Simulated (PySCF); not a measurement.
H2S. Atoms are numbered in the order given.

```xyz
3

S      0.0000     0.0000     0.1033
H      0.0000    -0.9673    -0.8265
H      0.0000     0.9673    -0.8265
```
Charge 0, spin multiplicity 1.

Geometry: PBE0-D3(BJ)/def2-TZVPD.

Method: HF/pcSseg-2 in PySCF.

GIAO shieldings, no solvent; atoms alike by connectivity are averaged. δ = σ(ref) − σ: ³³S against H2S (σ = 707.7 ppm); ¹H against TMS (σ = 31.98 ppm), references at their B3LYP-D3(BJ)/def2-TZVP geometries, non-relativistic.

Computed chemical shifts:
```tsv
nucleus	atoms	count	δ (ppm)
³³S	S1	1	-1.1
¹H	H2, H3	2	1.53
```
